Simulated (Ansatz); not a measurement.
A made-up structure of MgBH₂, doublet:

| atom | x (Å) | y (Å) | z (Å) |
| --- | --- | --- | --- |
| B1 | 0.4408 | -0.9821 | 0.5840 |
| Mg2 | -0.3488 | 0.7793 | -0.4623 |
| H3 | -0.9728 | 0.6119 | 1.1317 |
| H4 | -0.9616 | 2.1450 | -1.2730 |

It is relaxed with PBE-D4/def2-SVP and then PBE0-D4/def2-TZVP (Ansatz 0.2.0). Atoms count as bonded within 1.22 times the sum of their covalent radii (H–H: 0.88 Å). The end point is not checked to be a true minimum.

(1) Does its bonding change? (A judgement: the text doesn't fix the answer.)

Results:

(1) Computed: Yes. Formed: B1–H3; broken: Mg2–H3.

Where it ends: The first stage lowers the energy by 2.38 eV in 14 steps. It ends as MgBH₂ ([BH][MgH]):
| atom | x (Å) | y (Å) | z (Å) |
| --- | --- | --- | --- |
| B1 | -0.3288 | -0.1439 | 0.9281 |
| Mg2 | -0.5646 | 1.2586 | -0.7449 |
| H3 | -0.2018 | -0.9059 | 1.8397 |
| H4 | -0.7472 | 2.3455 | -2.0425 |

Labels in which every atom is bracketed show which atoms are joined, not bond orders.

For scale, one of the runs: PBE0-D4/def2-TZVP relaxation, 75 basis functions, launched by `ansatz run in.yaml --threads 2 --pin off --events-out ev --progress --plain --max-ram 4352MiB`. The run took about 99 s on 2 CPU threads of an Arm Neoverse V2 (shared host).
